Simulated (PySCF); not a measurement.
Compound: C3H8P2.
SMILES: `PCP1CC1`

Computed, not measured: PySCF, TDDFT B3LYP/def2-SVPD, vertical, gas phase, core orbitals frozen in the response. The structure is a single GFN2-xTB conformer in the gas phase; no vibrational or solvent corrections. Torsions of this conformer, `[PH2:1][CH2:2][P:3]1[CH2:4][CH2:5]1`: P1–C2–P3–C4 7°, H–P1–C2–P3 -87°, H–P1–C2–P3 -179°.

```tsv
state	E (eV)	E (hartree)	f	main configurations (H = HOMO, L = LUMO)
S1	6.08	0.2236	0.039	H→L (94%)
S2	6.21	0.2283	0.037	H→L+1 (93%)
S3	6.39	0.2348	0.0046	H→L+2 (88%)
S4	6.49	0.2384	0.020	H-1→L (90%)
S5	6.58	0.2416	0.0016	H-2→L (70%), H-1→L+1 (16%)
S6	6.63	0.2438	0.020	H→L+3 (42%), H-1→L+1 (39%)
S7	6.72	0.2470	0.0080	H→L+3 (51%), H-1→L+1 (24%), H-2→L+1 (20%)
S8	6.84	0.2515	0.0085	H-2→L+1 (36%), H-2→L+2 (32%), H-2→L (14%)
```

Triplets (Tamm–Dancoff): T1 5.27 eV, H→L+1 (76%); T2 5.39 eV, H→L (64%), H-1→L (10%), H→L+2 (8%); T3 5.59 eV, H-1→L (33%), H→L+2 (20%), H-2→L (9%).

The lowest singlet comes at 204 nm (587 kJ/mol) in the ultraviolet; it is of moderate strength; its leading configuration is HOMO→LUMO (94%). The largest oscillator strength of a single state is 0.039. Löwdin shares by element: HOMO phosphorus 59%, carbon 24% or more (atoms not listed hold the other 18%); LUMO phosphorus 40%, carbon 18% or more, hydrogen 11% or more (atoms not listed hold the other 31%). Orbital energies (eV): HOMO-3 -8.87, HOMO-2 -7.43, HOMO-1 -7.31, HOMO -6.82, LUMO 0.08, LUMO+1 0.22, LUMO+2 0.47. Weighted by f, the mean energy of these states is 6.36 eV. Of the 8 states listed, 4 reach f = 0.01 and none stays under 0.0005. Only the lowest 8 singlets were computed, as vertical energies without vibronic structure.

On one thread, Arm Neoverse V1 (aarch64), shared host with 32 logical CPUs at a one-minute load of 16, this took 22 s and 0.70 GiB of memory at its peak.
